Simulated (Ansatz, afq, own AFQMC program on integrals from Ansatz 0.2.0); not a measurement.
H$_{2}$ + SiH₂, singlet in cc-pVTZ along one coordinate

```xyz
5

H    -2.4199    0.0549    0.0000
H    -1.6749    0.0549    0.0000
Si    0.0961    0.0549    0.0000
H     0.7083   -0.8194    1.0900
H     0.7083   -0.8194   -1.0900
```

A hydrogen atom is moved from one rigid fragment to the other; the H1–H2 distance tells how far. The two fragments are held close together, so this isn't a minimum-energy path and the start is a compressed complex. Energies in kcal/mol count from this geometry (0.745 Å) at the same level; the start stands on RHF, each point on the determinant named.

Basis cc-pVTZ. Noble-gas cores (and the filled d shells of Ga–Kr and In–Xe) are frozen. Ansatz 0.2.0 and our own AFQMC program on the same integrals; the CISD trial comes from CCSD amplitudes, and released means the phaseless constraint is let go. Uncertainties: one standard error, sampling alone.

Cautions, each for one point or more: higher spins were not checked; released walk and highest rung disagree; restricted determinant unstable towards unrestricted; strong correlation.

```json
{"r(H1–H2) / Å": "0.840", "det.": "RHF", "T1": "0.017", "weight": "0.88", "CCSD(T)": "3.5", "ph-AFQMC/CISD": "3.6 ± 0.1", "released AFQMC": "–", "CCSDT(Q)": "3.4", "B2PLYP": "4.6§", "MP2": "4.4"}
{"r(H1–H2) / Å": "0.887", "det.": "RHF", "T1": "0.018", "weight": "0.87", "CCSD(T)": "6.6", "ph-AFQMC/CISD": "6.8 ± 0.1", "released AFQMC": "–", "CCSDT(Q)": "6.4", "B2PLYP": "8.3§", "MP2": "8.1"}
{"r(H1–H2) / Å": "0.934", "det.": "RHF", "T1": "0.020", "weight": "0.86", "CCSD(T)": "10.1", "ph-AFQMC/CISD": "10.2 ± 0.1", "released AFQMC": "10.1 ± 0.09*", "CCSDT(Q)": "9.8", "B2PLYP": "12.2§", "MP2": "12.4"}
{"r(H1–H2) / Å": "0.981", "det.": "RHF", "T1": "0.022", "weight": "0.86", "CCSD(T)": "13.9", "ph-AFQMC/CISD": "14.3 ± 0.1", "released AFQMC": "–", "CCSDT(Q)": "13.5", "B2PLYP": "16.2§", "MP2": "17.1"}
{"r(H1–H2) / Å": "1.076", "det.": "RHF", "T1": "0.026", "weight": "0.83", "CCSD(T)": "22.1", "ph-AFQMC/CISD": "22.8 ± 0.1", "released AFQMC": "22.3 ± 0.1*", "CCSDT(Q)": "21.6", "B2PLYP": "24.1§", "MP2": "28.1"}
```

Weight is that of the determinant in the CISD state; at the start T1 is 0.015 and the weight 0.89. An asterisk marks released energies that aren't shown to be converged. A dash marks a missing value, a released energy that hasn't settled or a functional that sits on another state. § marks a functional whose ⟨S²⟩ is too high by over 0.1. Largest departures from CCSDT(Q), at the points where its series has closed: CCSD(T) 0.3 kcal/mol at 0.981 (on RHF), ph-AFQMC/CISD 0.7 kcal/mol at 0.981 (on RHF), MP2 3.6 kcal/mol at 0.981 (on RHF). The functionals aren't scored here.

Some points may be missing: those where a free walk finds a much lower state, and past Zn most of those on another determinant than at the start.

A walk keeps the symmetry of its determinant, which the program's search chose and which needn't be the lowest solution, so a lower state of the same spin and another symmetry isn't excluded.
